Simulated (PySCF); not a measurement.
Gas-phase XPS of BH2(NH2), computed

Compound: BH2(NH2).
Structure used (PBE0-D3(BJ)/def2-SVP), in Å, numbered top down from 1:
```xyz
6
BH4N angstrom
B      0.3402    0.5914    0.0035
H      1.3611    0.6803    0.6474
H     -0.0940    1.5234   -0.6348
N     -0.3512   -0.6113   -0.0035
H     -1.2100   -0.7537   -0.5194
H     -0.0462   -1.4300    0.5068
```

Theory: delta-SCF UKS SCAN, pcX-2 on the ionised atom, pcseg-1 elsewhere, spin-free X2C in PySCF 2.14.0. Vertical ΔSCF values, vacuum level as zero.

Task: Give the core binding energies atom by atom.

Result: 
| atom(s) | bonded to | level | binding energy (eV) | count |
| --- | --- | --- | --- | --- |
| N4 | 2 H and B | N 1s | 405.65 | 1 |
| B1 | N and 2 H | B 1s | 195.85 | 1 |

Task: Which effective nuclear charge Zeff reproduces each element's mean 1s value in the hydrogen-like formula E = 13.606 eV × Zeff²?

Result: B (Z = 5): mean 195.8 eV, Zeff = 3.79, Z − Zeff = 1.21; N (Z = 7): mean 405.7 eV, Zeff = 5.46, Z − Zeff = 1.54. Means run over the listed sites, weighted by atom count.

Spin contamination (⟨S²⟩ against 0.75 for a pure doublet) is marked for B 1s of B1 (0.87), which makes this value less certain. Isolated species at its PBE0-D3(BJ)/def2-SVP geometry, gas phase.
